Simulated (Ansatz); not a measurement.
The same path of BH$_{5}$O (7 atoms, charge 0, multiplicity 1) was run twice with different band settings. Lost on the way: B1–H2, O5–H7. Made: H2–H7.

The calculation used Ansatz 0.2.0, RKS PBE/def2-SVP.

Relaxed end points:

```xyz
7
Properties=species:S:1:pos:R:3
B -0.019 -0.019 0.065
H -0.393 0.485 1.124
H 1.142 0.218 -0.243
H -0.827 0.041 -0.853
O 0.023 -1.679 0.395
H -0.878 -1.933 0.677
H 0.587 -1.801 1.185
```

```xyz
7
Properties=species:S:1:pos:R:3
B -0.019 -0.161 -1.001
H 0.363 -1.415 3.359
H 0.932 0.594 -1.065
H -0.765 -0.368 -1.947
O -0.220 -0.778 0.191
H -0.993 -1.371 0.187
H 0.337 -1.189 2.624
```

Common settings: movable images 7; climbing image yes; optimiser quadratic models (default); start path through a guess of the saddle point; force threshold 0.05 eV/Å; iteration limit 60; end points relaxed.

| run | spring |
| --- | --- |
| 1 | 5.0 eV/Å² |
| 2 | 20.0 eV/Å² |

What does each run give, and how far can it be trusted?

Run 1: converged after 22 iterations, highest image 0.728 eV above the first end. A vibrational analysis at the climbing image gives one clearly imaginary mode, 1140i cm⁻¹: a first-order saddle point.
Run 2: converged after 21 iterations, highest image 0.728 eV above the first end. Another band between the same ends (7 images) ends at a top of the same energy, where a vibrational analysis finds 1 clearly imaginary mode.
The orbitals stay closed-shell, which can raise the energy where a bond breaks towards radicals; this wasn't checked here.
